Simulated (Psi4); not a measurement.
A dimer, H3N ··· C6H6 (SMILES N and c1ccccc1), singlet; the first 4 atoms form monomer A.

```
16

N      0.0009    -0.0017     0.2791
H     -0.5724    -0.7488    -0.0956
H     -0.3633     0.8707    -0.0866
H      0.9347    -0.1202    -0.0968
C     -1.2164    -0.5511    -3.2873
C     -1.2091     0.8385    -3.2387
C     -0.0009     1.5263    -3.2180
C      1.1996     0.8254    -3.2457
C      1.1925    -0.5642    -3.2943
C     -0.0158    -1.2519    -3.3151
H     -2.1567    -1.0872    -3.3036
H     -2.1436     1.3845    -3.2171
H      0.0051     2.6081    -3.1801
H      2.1399     1.3615    -3.2295
H      2.1269    -1.1102    -3.3160
H     -0.0218    -2.3337    -3.3529
```

Problem. What interaction energy does SAPT0/jun-cc-pVDZ, frozen core run with Psi4 give, and which attractive term is the largest?

Solution. Total -5.49 kJ/mol: electrostatics -7.22, exchange 11.11, induction -0.93, dispersion -8.45. The most attractive term is dispersion.
